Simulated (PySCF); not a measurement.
C₄H₅Cl₂ (doublet state).
Numbering: `[Cl:1][CH2:2]/[C:3]=[CH:4]\[CH2:5][Cl:6]` (hydrogens: H7, H8 on C2; H9 on C4; H10, H11 on C5)

Cartesian coordinates in Å at the GFN2-xTB level; atoms count from 1:
```
atom  x, y, z in Å
Cl1    1.624   -1.217   -1.420
C2     1.892    0.111   -0.059
C3     0.686    0.515    0.521
C4    -0.592    0.505    0.700
C5    -1.572   -0.348   -0.073
Cl6   -2.708    0.700   -0.971
H7     2.401    0.905   -0.602
H8     2.562   -0.396    0.632
H9    -1.058    1.153    1.434
H10   -1.058   -0.975   -0.798
H11   -2.172   -0.950    0.610
```

The hyperfine couplings belong to this conformer and change with its torsions.

Level of theory: UKS B3LYP, pcH-1 on C Cl H, non-relativistic, mean-field spin-orbit, GIAO in PySCF. Geometry: GFN2-xTB, one conformer, isolated molecule. Couplings are sensitive to structure, and on GFN2-xTB geometries they can be far from those on DFT ones. The SCF solution wasn't tested for stability.

Problem. Where do the isotropic ENDOR lines of H9, H7/H8, H10/H11, Cl1 and Cl6 fall at 342.0 mT, to first order?

Solution. For S = 1/2 in fast tumbling each set of equivalent nuclei gives two lines, ν± = |νn ± a/2| to first order, with νn = g_N μN B/h and μN/h = 7.62259 MHz/T.

| nuclei | isotope | g_N | νn (MHz) | a_iso (MHz) | lower line (MHz) | upper line (MHz) |
| --- | --- | --- | --- | --- | --- | --- |
| H9 | 1H | 5.5857 | 14.56 | 119.63 | 45.25 | 74.38 |
| H7/H8 | 1H | 5.5857 | 14.56 | 21.01 | 4.06 | 25.07 |
| H10/H11 | 1H | 5.5857 | 14.56 | -3.62 | 12.75 | 16.37 |
| Cl1 | 35Cl | 0.5479 | 1.43 | 42.67 | 19.91 | 22.77 |
| Cl6 | 35Cl | 0.5479 | 1.43 | -1.74 | 0.56 | 2.30 |

Problem. Which pairs are centred on the nuclear Larmor frequency, and which on half the coupling?

Solution. Centred on νn, since |a| < 2νn: H7/H8, H10/H11 and Cl6. Centred on |a|/2 and split by 2νn: H9 and Cl1.

Class means assume fast exchange of nuclei equivalent by connectivity; if that motion is slow, each nucleus keeps its own coupling.

Main isotope only: 35Cl (natural samples also hold 24 % 37Cl, magnetic too, which adds its own pattern).

The largest Mulliken spin populations are on C3 (+0.88), Cl1 (+0.20), C4 (-0.14) and C5 (+0.06). The positive populations add up to 1.21 and the negative ones to -0.21, together 2S = 1.

The run took 43 s (with the writing of density and orbital grids) on one thread of an Arm Neoverse V2, no GPU, shared host, and the process peaked at 0.82 GiB of memory.
